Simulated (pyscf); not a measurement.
This saddle point was located with ωB97X-D3(BJ)/def2-SVP in PySCF.

```xyz
14

Si     1.2400    -0.4496    -1.0575
O      0.6793     0.8249    -0.1150
Ti    -1.1393     1.3223     0.3549
O     -1.9189     0.1757    -0.7516
O     -1.6708     0.8230     1.9694
O     -1.7515     2.8982    -0.1775
H      0.7776    -1.7409    -0.4816
H      0.7284    -0.3010    -2.4471
H      2.7271    -0.3988    -1.0591
H     -2.3849     0.3428    -1.5788
H     -2.2420     0.0806     2.1968
H     -1.4858     3.7244     0.2470
Cl     0.8361     2.8768     1.5532
H      1.1206     1.7410     0.6249
```
Charge 0, spin multiplicity 1.

Surface: singlet, charge 0. Lowest wavenumbers (cm⁻¹): 637i, 35, 78, 81, 125.

Problem. Name the species on either side of this saddle.

Solution. HO–Ti(OH)(OH)–O–SiH₃ (SMILES [OH][Ti]([OH])([OH])[O][SiH3]) + HCl (SMILES Cl) ⇌ HO–SiH₃ (SMILES O[SiH3]) + HO–Ti(OH)(OH)–Cl (SMILES [OH][Ti]([OH])([OH])[Cl]), a four-centre exchange read from left to right: O–Ti, Cl–H broken and H–O, Cl–Ti formed. At ωB97M-D3(BJ)/def2-TZVP it lies +0.16 eV from the left side and +0.28 eV from the right (each side as separated species at their lowest minima found). On the reactant side the descent ends in a complex, 0.27 eV under the separated species and 0.30 eV under the saddle at ωB97X-D3(BJ)/def2-TZVP. On the product side the descent ends in an adduct with a O–Ti contact (not fully relaxed), 0.54 eV under the separated species and 0.72 eV under the saddle at ωB97X-D3(BJ)/def2-TZVP. What is counted as broken (O–Ti) persists as a longer contact in the product adduct; parting that adduct is a step of its own. At ωB97X-D3(BJ) the barrier from the zero used here is 0.03 eV. This is the saddle that the search found; another between the same sides may lie lower.
